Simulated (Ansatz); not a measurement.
`[SiH3][SiH2]Cl` + F• → `[SiH2][SiH2]Cl`• + H–F at 298.15 K and 1 bar (hydrogen abstraction from the Si–H bond).

Isolated molecules relaxed with PBE0-D4/def2-TZVP in Ansatz; ΔE leaves out vibrations. CBS: MP2 limit from def2 TZ/QZ plus the TZ coupled-cluster correction, frozen cores. This one scheme is used for every species, atoms too. No spin–orbit coupling; open shells (•) take unrestricted orbitals. Spin–orbit coupling would lower the free atoms: a little for F.

| species | CCSD(T)/CBS energy (Eh) | H − E (kJ/mol) | S (J/(mol·K)) |
| --- | --- | --- | --- |
| `[SiH3][SiH2]Cl` | -1040.97629 | 131.4 | 323.3 |
| F• | -99.66871 | 6.2 | 160.5 |
| `[SiH2][SiH2]Cl`• | -1040.32622 | 106.5 | 326.9 |
| H–F | -100.39570 | 33.5 | 173.6 |

H − E and S are ideal-gas, rigid-rotor, harmonic terms from PBE0-D4/def2-TZVP, for one conformer and one mirror image of each species, with the whole ground term of open shells counted as degenerate. 1 Eh = 2625.50 kJ/mol, R = 8.31446 J/(mol·K).

Task: By hand: ΔE, ΔH, ΔS and ΔG.

Result: ΔE = (-1040.32622) + (-100.39570) − (-1040.97629) − (-99.66871) = -0.07692 Eh = -202.0 kJ/mol. Δ(H − E) = 106.5 + 33.5 − 131.4 − 6.2 = 2.4, so ΔH = -199.6 kJ/mol. ΔS = 326.9 + 173.6 − 323.3 − 160.5 = 16.7 J/(mol·K). ΔG = -199.6 − 298.15 × (16.7)/1000 = -204.6 kJ/mol.

Task: By hand: the equilibrium constant, and the temperature at which ΔG would vanish if ΔH and ΔS stayed fixed.

Result: log₁₀ K = −ΔG/(RT ln 10) = 35.8. ΔH and −TΔS have one sign here, so there is no such temperature.

ΔH outweighs TΔS. A doubt of 5 kJ/mol in ΔE shifts log₁₀ K by 0.9 here. Other conformers and mirror images would add mixing entropy, several J/(mol·K) or more a flexible species. These are equilibria of isolated gas molecules and say nothing of rates. Largest T1 diagnostic: 0.013 (customary marks: 0.02 for closed shells, 0.045 for open ones).
